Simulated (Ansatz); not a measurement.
System: CHO, charge 1, singlet. CHO+ (parent SMILES [CH]=O, singlet).
B3LYP-D3(BJ)/def2-TZVP minimum from Ansatz (an electronic-structure program):
```xyz
3

C      0.0000     0.0000    -0.5143
O      0.0000     0.0000     0.5871
H      0.0000     0.0000    -1.6107
```
Charge +1, spin multiplicity 1.

Total energies in cc-pVQZ, 10 correlated electrons, 2 frozen orbitals. Radicals and triplets start from unrestricted determinants; spin-orbit coupling is neglected. Cores are frozen in correlated methods. No relativity.

```tsv
method	program	energy (Eh)	minus CCSDT(Q) (mEh)
HF	Ansatz	-113.01959	404.89
MP2	Ansatz	-113.40767	16.80
CCSD	Ansatz	-113.40493	19.55
CCSD(T)	Ansatz	-113.42323	1.24
CCSDT(Q)	Ansatz	-113.42447	0.00
```

Rough core times of Ansatz's runs on a shared machine: CCSD(T) under 20 s, CCSDT(Q) 8 min.
